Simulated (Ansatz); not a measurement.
**Worked example: SiH4⁺, doublet against SiH$_{4}$, singlet**

Geometry (PBE0/def2-TZVP stationary point of a singlet), kept for both states:

```yaml
atoms:
  - { symbol: Si, position_ang: [0.0000, 0.0000, 0.0000] }
  - { symbol: H, position_ang: [0.8558, 0.8587, 0.8568] }
  - { symbol: H, position_ang: [-0.8596, -0.8544, 0.8574] }
  - { symbol: H, position_ang: [-0.8547, 0.8555, -0.8611] }
  - { symbol: H, position_ang: [0.8584, -0.8599, -0.8531] }
```

Basis 6-31G; Ansatz 0.2.0. Correlated methods freeze the noble-gas cores. R marks a restricted (for open shells ROHF) determinant, U an unrestricted one.

Full CI is exact within this basis and frozen core; it isn't the basis-set limit. The frozen core follows each run's orbitals, which can shift R against U totals by a few meV.

Coupled cluster chose its determinant by a search with trial CCSD, here up to 0.08 eV above the lowest Hartree–Fock solution of its kind, and MP2 stands on that determinant too.

| level | E(SiH4, singlet) (hartree) | E(SiH4⁺, doublet) (hartree) |
| --- | --- | --- |
| UMP2 | -291.235370 | -290.779858 |
| UCCSD(T) | -291.259642 | -290.806554 |
| PBE | -291.662183 | -291.210752 |
| B3LYP | -291.850437 | -291.388359 |
| full CI | -291.259981 | -290.807084 |

Task: Give the vertical gap, SiH4⁺ doublet less SiH4 singlet, at each level in eV (1 hartree = 27.2114 eV), and each error against full CI.

Result: full CI: (-290.807084 − (-291.259981)) × 27.2114 = 12.324 eV (the reference)
B3LYP: (-291.388359 − (-291.850437)) × 27.2114 = 12.574 eV, error 0.250 eV
PBE: (-291.210752 − (-291.662183)) × 27.2114 = 12.284 eV, error -0.040 eV
UCCSD(T): (-290.806554 − (-291.259642)) × 27.2114 = 12.329 eV, error 0.005 eV
UMP2: (-290.779858 − (-291.235370)) × 27.2114 = 12.395 eV, error 0.071 eV

Total energies of functionals can't be set beside those of wave-function methods, since they hold the core's correlation and their own absolute errors; only the differences compare.

The set has no polarisation functions, so the order and spacing of states can differ from the basis-set limit.

In so small a basis the reference is far from its limit while semilocal and hybrid functionals are nearer theirs, so the functionals' errors here hold much of the reference's basis and frozen-core error, which can add to them or hide them.

Each level lands on the state that its own search finds. T1 diagnostics of restricted CCSD: 0.008 and 0.026.
